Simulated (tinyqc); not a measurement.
Inside a calculation. Method: UHF in the sto-3g basis, for H2O, spin multiplicity 1. One step of it, computed by the program tinyqc.

Problem. Iteration 2: building the Fock matrix. J_ij = sum D_kl (ij|kl) with D = D(alpha) + D(beta), K_ij = sum D_kl (ik|jl) for each spin; F = H + J - K(s); E = tr D H + tr D J / 2 - 0.5 sum_s tr D(s) K(s) + E_nn.

D(alpha) after iteration 1:
```
            1O 1s      1O 2s     1O 2px     1O 2py     1O 2pz      2H 1s      3H 1s
1O 1s    1.046300  -0.189496   0.000000   0.000000   0.061083  -0.034597  -0.034597
1O 2s   -0.189496   0.815516   0.000000   0.000000  -0.305914   0.072654   0.072654
1O 2px   0.000000   0.000000   0.984377  -0.119491   0.000000   0.097563  -0.097563
1O 2py   0.000000   0.000000  -0.119491   0.389489   0.000000   0.252088  -0.252088
1O 2pz   0.061083  -0.305914   0.000000   0.000000   0.722703   0.201534   0.201534
2H 1s   -0.034597   0.072654   0.097563   0.252088   0.201534   0.288202  -0.102671
3H 1s   -0.034597   0.072654  -0.097563  -0.252088   0.201534  -0.102671   0.288202
```

D(beta) after iteration 1:
```
            1O 1s      1O 2s     1O 2px     1O 2py     1O 2pz      2H 1s      3H 1s
1O 1s    1.046300  -0.189496   0.000000   0.000000   0.061083  -0.034597  -0.034597
1O 2s   -0.189496   0.815516   0.000000   0.000000  -0.305914   0.072654   0.072654
1O 2px   0.000000   0.000000   0.984377   0.119491   0.000000  -0.097563   0.097563
1O 2py   0.000000   0.000000   0.119491   0.389489   0.000000   0.252088  -0.252088
1O 2pz   0.061083  -0.305914   0.000000   0.000000   0.722703   0.201534   0.201534
2H 1s   -0.034597   0.072654  -0.097563   0.252088   0.201534   0.288202  -0.102671
3H 1s   -0.034597   0.072654   0.097563  -0.252088   0.201534  -0.102671   0.288202
```

core Hamiltonian H = T + V (hartree):
```
             1O 1s      1O 2s     1O 2px     1O 2py     1O 2pz      2H 1s      3H 1s
1O 1s   -32.648268  -7.595609   0.000000   0.000000  -0.015051  -1.487359  -1.487359
1O 2s    -7.595609  -9.267925   0.000000   0.000000  -0.180859  -3.320503  -3.320503
1O 2px    0.000000   0.000000  -7.402745   0.000000   0.000000   0.000000   0.000000
1O 2py    0.000000   0.000000   0.000000  -7.550601   0.000000  -1.960238   1.960238
1O 2pz   -0.015051  -0.180859   0.000000   0.000000  -7.468690  -1.359453  -1.359453
2H 1s    -1.487359  -3.320503   0.000000  -1.960238  -1.359453  -4.793365  -1.188962
3H 1s    -1.487359  -3.320503   0.000000   1.960238  -1.359453  -1.188962  -4.793365
```

Two-electron integrals (ij|kl) in chemists' order, unique and non-zero (hartree):
```
(11|11) 4.785065    (21|11) 0.741380    (21|21) 0.136873    (22|11) 1.118947
(22|21) 0.256633    (22|22) 0.817206    (31|31) 0.024477    (32|31) 0.037809
(32|32) 0.180518    (33|11) 1.115814    (33|21) 0.256684    (33|22) 0.817023
(33|33) 0.880159    (41|41) 0.024477    (42|41) 0.037809    (42|42) 0.180518
(43|43) 0.047444    (44|11) 1.115814    (44|21) 0.256684    (44|22) 0.817023
(44|33) 0.785270    (44|44) 0.880159    (51|51) 0.024477    (52|51) 0.037809
(52|52) 0.180518    (53|53) 0.047444    (54|54) 0.047444    (55|11) 1.115814
(55|21) 0.256684    (55|22) 0.817023    (55|33) 0.785270    (55|44) 0.785270
(55|55) 0.880159    (61|11) 0.146062    (61|21) 0.026742    (61|22) 0.049831
(61|33) 0.049734    (61|41) 0.001027    (61|42) 0.001923    (61|44) 0.049939
(61|51) 0.000686    (61|52) 0.001285    (61|54) 0.000137    (61|55) 0.049826
(61|61) 0.005293    (62|11) 0.358821    (62|21) 0.083343    (62|22) 0.294257
(62|33) 0.289229    (62|41) 0.005207    (62|42) 0.039942    (62|44) 0.299466
(62|51) 0.003478    (62|52) 0.026675    (62|54) 0.006836    (62|55) 0.293795
(62|61) 0.016606    (62|62) 0.131681    (63|31) 0.008678    (63|32) 0.050674
(63|43) 0.008278    (63|53) 0.005528    (63|63) 0.018667    (64|11) 0.216134
(64|21) 0.050846    (64|22) 0.191682    (64|33) 0.183004    (64|41) 0.011460
(64|42) 0.075279    (64|44) 0.205966    (64|51) 0.001858    (64|52) 0.016433
(64|54) 0.009807    (64|55) 0.185861    (64|61) 0.010574    (64|62) 0.104197
(64|64) 0.100164    (65|11) 0.144343    (65|21) 0.033957    (65|22) 0.128013
(65|33) 0.122217    (65|41) 0.001858    (65|42) 0.016433    (65|44) 0.126496
(65|51) 0.009919    (65|52) 0.061648    (65|54) 0.011135    (65|55) 0.135182
(65|61) 0.007062    (65|62) 0.069587    (65|64) 0.054427    (65|65) 0.055016
(66|11) 0.501552    (66|21) 0.118388    (66|22) 0.479655    (66|33) 0.460322
(66|41) 0.009501    (66|42) 0.100749    (66|44) 0.500016    (66|51) 0.006345
(66|52) 0.067284    (66|54) 0.026509    (66|55) 0.478026    (66|61) 0.023794
(66|62) 0.271343    (66|64) 0.245082    (66|65) 0.163676    (66|66) 0.774606
(71|11) 0.146062    (71|21) 0.026742    (71|22) 0.049831    (71|33) 0.049734
(71|41) -0.001027   (71|42) -0.001923   (71|44) 0.049939    (71|51) 0.000686
(71|52) 0.001285    (71|54) -0.000137   (71|55) 0.049826    (71|61) 0.005202
(71|62) 0.016027    (71|64) 0.009341    (71|65) 0.006822    (71|66) 0.022697
(71|71) 0.005293    (72|11) 0.358821    (72|21) 0.083343    (72|22) 0.294257
(72|33) 0.289229    (72|41) -0.005207   (72|42) -0.039942   (72|44) 0.299466
(72|51) 0.003478    (72|52) 0.026675    (72|54) -0.006836   (72|55) 0.293795
(72|61) 0.016027    (72|62) 0.104473    (72|64) 0.057343    (72|65) 0.053572
(72|66) 0.174118    (72|71) 0.016606    (72|72) 0.131681    (73|31) 0.008678
(73|32) 0.050674    (73|43) -0.008278   (73|53) 0.005528    (73|63) 0.014242
(73|73) 0.018667    (74|11) -0.216134   (74|21) -0.050846   (74|22) -0.191682
(74|33) -0.183004   (74|41) 0.011460    (74|42) 0.075279    (74|44) -0.205966
(74|51) -0.001858   (74|52) -0.016433   (74|54) 0.009807    (74|55) -0.185861
(74|61) -0.009341   (74|62) -0.057343   (74|64) -0.017787   (74|65) -0.028781
(74|66) -0.085902   (74|71) -0.010574   (74|72) -0.104197   (74|74) 0.100164
(75|11) 0.144343    (75|21) 0.033957    (75|22) 0.128013    (75|33) 0.122217
(75|41) -0.001858   (75|42) -0.016433   (75|44) 0.126496    (75|51) 0.009919
(75|52) 0.061648    (75|54) -0.011135   (75|55) 0.135182    (75|61) 0.006822
(75|62) 0.053572    (75|64) 0.028781    (75|65) 0.041293    (75|66) 0.097424
(75|71) 0.007062    (75|72) 0.069587    (75|74) -0.054427   (75|75) 0.055016
(76|11) 0.119041    (76|21) 0.027877    (76|22) 0.106065    (76|33) 0.103789
(76|44) 0.106162    (76|51) 0.001864    (76|52) 0.016739    (76|55) 0.108130
(76|61) 0.005483    (76|62) 0.046059    (76|64) 0.031621    (76|65) 0.027376
(76|66) 0.096332    (76|71) 0.005483    (76|72) 0.046059    (76|74) -0.031621
(76|75) 0.027376    (76|76) 0.019659    (77|11) 0.501552    (77|21) 0.118388
(77|22) 0.479655    (77|33) 0.460322    (77|41) -0.009501   (77|42) -0.100749
(77|44) 0.500016    (77|51) 0.006345    (77|52) 0.067284    (77|54) -0.026509
(77|55) 0.478026    (77|61) 0.022697    (77|62) 0.174118    (77|64) 0.085902
(77|65) 0.097424    (77|66) 0.307496    (77|71) 0.023794    (77|72) 0.271343
(77|74) -0.245082   (77|75) 0.163676    (77|76) 0.096332    (77|77) 0.774606
```

nuclear repulsion = 8.57465369 hartree

Give: Coulomb J; exchange K(alpha); exchange K(beta); F(alpha); F(beta); total energy of this density.

Solution.

Coulomb J (hartree):
```
          1O 1s   1O 2s  1O 2px   1O 2py   1O 2pz   2H 1s    3H 1s
1O 1s   17.3211  3.2659  0.0000   0.0000  -0.0122  0.6379   0.6379
1O 2s    3.2659  8.1654  0.0000   0.0000   0.0067  2.9273   2.9273
1O 2px   0.0000  0.0000  8.1610   0.0000   0.0000  0.0000   0.0000
1O 2py   0.0000  0.0000  0.0000   8.1520   0.0000  1.9041  -1.9041
1O 2pz  -0.0122  0.0067  0.0000   0.0000   8.1593  1.2813   1.2813
2H 1s    0.6379  2.9273  0.0000   1.9041   1.2813  4.8995   1.0604
3H 1s    0.6379  2.9273  0.0000  -1.9041   1.2813  1.0604   4.8995
```

exchange K(alpha) (hartree):
```
         1O 1s    1O 2s   1O 2px   1O 2py   1O 2pz   2H 1s    3H 1s
1O 1s   4.8797   0.8308   0.0000   0.0000   0.0024  0.1692   0.1692
1O 2s   0.8308   1.2811   0.0000   0.0000  -0.0832  0.5227   0.5227
1O 2px  0.0000   0.0000   1.1118  -0.0622   0.0000  0.0124  -0.0124
1O 2py  0.0000   0.0000  -0.0622   0.8796   0.0000  0.3387  -0.3387
1O 2pz  0.0024  -0.0832   0.0000   0.0000   1.0198  0.2307   0.2307
2H 1s   0.1692   0.5227   0.0124   0.3387   0.2307  0.5999   0.1645
3H 1s   0.1692   0.5227  -0.0124  -0.3387   0.2307  0.1645   0.5999
```

exchange K(beta) (hartree):
```
         1O 1s    1O 2s   1O 2px   1O 2py   1O 2pz    2H 1s    3H 1s
1O 1s   4.8797   0.8308   0.0000   0.0000   0.0024   0.1692   0.1692
1O 2s   0.8308   1.2811   0.0000   0.0000  -0.0832   0.5227   0.5227
1O 2px  0.0000   0.0000   1.1118   0.0622   0.0000  -0.0124   0.0124
1O 2py  0.0000   0.0000   0.0622   0.8796   0.0000   0.3387  -0.3387
1O 2pz  0.0024  -0.0832   0.0000   0.0000   1.0198   0.2307   0.2307
2H 1s   0.1692   0.5227  -0.0124   0.3387   0.2307   0.5999   0.1645
3H 1s   0.1692   0.5227   0.0124  -0.3387   0.2307   0.1645   0.5999
```

F(alpha) (hartree):
```
           1O 1s    1O 2s   1O 2px   1O 2py   1O 2pz    2H 1s    3H 1s
1O 1s   -20.2069  -5.1605   0.0000   0.0000  -0.0296  -1.0186  -1.0186
1O 2s    -5.1605  -2.3836   0.0000   0.0000  -0.0910  -0.9158  -0.9158
1O 2px    0.0000   0.0000  -0.3535   0.0622   0.0000  -0.0124   0.0124
1O 2py    0.0000   0.0000   0.0622  -0.2781   0.0000  -0.3948   0.3948
1O 2pz   -0.0296  -0.0910   0.0000   0.0000  -0.3291  -0.3088  -0.3088
2H 1s    -1.0186  -0.9158  -0.0124  -0.3948  -0.3088  -0.4938  -0.2930
3H 1s    -1.0186  -0.9158   0.0124   0.3948  -0.3088  -0.2930  -0.4938
```

F(beta) (hartree):
```
           1O 1s    1O 2s   1O 2px   1O 2py   1O 2pz    2H 1s    3H 1s
1O 1s   -20.2069  -5.1605   0.0000   0.0000  -0.0296  -1.0186  -1.0186
1O 2s    -5.1605  -2.3836   0.0000   0.0000  -0.0910  -0.9158  -0.9158
1O 2px    0.0000   0.0000  -0.3535  -0.0622   0.0000   0.0124  -0.0124
1O 2py    0.0000   0.0000  -0.0622  -0.2781   0.0000  -0.3948   0.3948
1O 2pz   -0.0296  -0.0910   0.0000   0.0000  -0.3291  -0.3088  -0.3088
2H 1s    -1.0186  -0.9158   0.0124  -0.3948  -0.3088  -0.4938  -0.2930
3H 1s    -1.0186  -0.9158  -0.0124   0.3948  -0.3088  -0.2930  -0.4938
```

total energy of this density = -74.921119 hartree
